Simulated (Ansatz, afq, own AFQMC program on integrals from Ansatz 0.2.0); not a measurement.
# Where AFQMC and coupled cluster stand for H₂O, singlet

```xyz
3

O     0.0000   -0.0853    0.0261
H     0.0000    0.8564   -1.2025
H     0.0000    0.4984    0.7877
```

Basis 6-31G. Noble-gas cores (and the filled d shells of Ga–Kr and In–Xe) are frozen. Integrals, coupled cluster, full CI and functionals: Ansatz 0.2.0; the random walks run on the same integrals in our own AFQMC program. ph-AFQMC/CISD is guided by a CISD state made of CCSD amplitudes; releasing the constraint for a short imaginary time cuts its bias at the price of noise, slowly where states lie close. ± is one standard error of the sampling.

Determinant: UHF, the one that the program's search chose, which needn't be the lowest solution. The geometry is a point of a scan.

Full CI on the same integrals is exact in this basis and with this determinant's frozen core.

Cautions: higher spins were not checked; an unrestricted solution with more broken spin lies lower (532 meV, ⟨S²⟩ 0.56), while this determinant keeps restricted orbitals.

The T1 diagnostic is 0.0173. The weight of the determinant in the CISD state is 0.903. The ⟨S²⟩ of the determinant is 0.000 and the size of the correlated space is 8 electrons in 12 orbitals.

```json
{"level": "MP2", "correlation energy (eV)": "-4.2053"}
{"level": "CCSD", "correlation energy (eV)": "-4.5794"}
{"level": "CCSD(T)", "correlation energy (eV)": "-4.6615"}
```

Problem. Estimate where phaseless AFQMC with a CISD trial lies against CCSD(T) on the same integrals.

Solution. 0.15 ± 0.15 kcal/mol above CCSD(T). The gap is under twice the noise, so this walk alone can't tell the two apart.

Reference: full CI, correlation energy -4.686 eV. The released energy is read at 2.40 1/Eh (meV from the phaseless value at times in 1/Eh: -12 ± 11 at 0.24, -16 ± 8 at 0.51, -34 ± 7 at 0.99, -48 ± 11 at 1.62, -25 ± 8 at 2.40).

```csv
level,E − E(reference) (kcal/mol),share of correlation (%)
CCSD(T),0.56,99.48
CCSDT,0.52,99.51
CCSDT(Q),-0.04,100.04
CCSDTQ,0.03,99.98
ph-AFQMC/CISD,0.71 ± 0.15,99.34
released AFQMC,0.13 ± 0.17,99.88
```

CCSDT and higher add their correlation energy to the determinant of the CCSD(T) run, since their own runs factorise the integrals more tightly (a shift of under 2 meV). A walk keeps the symmetry of its determinant, which the program's search chose and which needn't be the lowest solution, so a lower state of the same spin and another symmetry isn't excluded. Released energies are given only where the last usable release times agree within the noise; a slower fall can still hide under it.
